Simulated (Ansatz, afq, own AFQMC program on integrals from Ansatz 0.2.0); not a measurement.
# Where AFQMC and coupled cluster stand for CH⁺, singlet

```yaml
atoms:
  - { symbol: C, position_ang: [0.0000, 0.0000, 0.0000] }
  - { symbol: H, position_ang: [0.0000, 0.0000, 1.1404] }
```

Basis cc-pVTZ. Noble-gas cores (and the filled d shells of Ga–Kr and In–Xe) are frozen. Ansatz 0.2.0 and our own AFQMC program on the same integrals; the CISD trial comes from CCSD amplitudes, and released means the phaseless constraint is let go. Free AFQMC starts from the CCSD state and is never constrained. Its projection time is finite, and what remains of the start isn't in its error. ± is one standard error of the sampling.

Determinant: RHF, the one that the program's search chose, which needn't be the lowest solution. The geometry is a point of a scan.

Full CI on the same integrals is exact in this basis and with this determinant's frozen core.

Cautions: restricted determinant unstable towards unrestricted (UHF 278 meV lower, ⟨S²⟩ 0.53).

- T1 diagnostic: 0.0106
- weight of the determinant in the CISD state: 0.923
- size of the correlated space: 4 electrons in 43 orbitals

Reference: full CI, correlation energy -3.181 eV. The released energy is read at 2.40 1/Eh (meV from the phaseless value at times in 1/Eh: -2.7 ± 1.7 at 0.24, -3.1 ± 1.5 at 0.51, -1.8 ± 1.5 at 0.99, -2.6 ± 1.6 at 1.62, -2.1 ± 1.8 at 2.40).

| level | E − E(reference) (kJ/mol) | share of correlation (%) |
| --- | --- | --- |
| HF | 307.0 | 0.00 |
| MP2 | 84.2 | 72.58 |
| CCSD | 7.1 | 97.69 |
| CCSD(T) | 1.4 | 99.54 |
| CCSDT | 0.3 | 99.89 |
| CCSDT(Q) | 0.1 | 99.97 |
| ph-AFQMC/HF | -4.9 ± 1.6 | 101.61 |
| ph-AFQMC/CISD | 0.4 ± 0.1 | 99.86 |
| released AFQMC | 0.2 ± 0.2 | 99.93 |
| free AFQMC | 0.0 ± 0.2 | 99.99 |

CCSDT and higher add their correlation energy to the determinant of the CCSD(T) run, since their own runs factorise the integrals more tightly (a shift of under 2 meV). Free projections are given only where their last times agree within the noise and don't stop above the reference; a slow remainder of the start can still hide under it. A walk keeps the symmetry of its determinant, which the program's search chose and which needn't be the lowest solution, so a lower state of the same spin and another symmetry isn't excluded. Released energies are given only where the last usable release times agree within the noise; a slower fall can still hide under it.
